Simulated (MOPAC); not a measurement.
MOPAC input (PM6):

```
PM6 FORCE THERMO(298,298) PRECISE LET GEO-OK AUX(PRECISION=9) THREADS=1
F2O

F     0.03884114 1    1.06100022 1   -0.30007916 1
O    -0.02113002 1    0.00878388 1    0.64316141 1
F    -0.02001553 1   -1.06882624 1   -0.27294024 1
```

Task: Which zero-point energy does it print?

Result: 3.84 kcal/mol, from the harmonic wavenumbers of PM6.
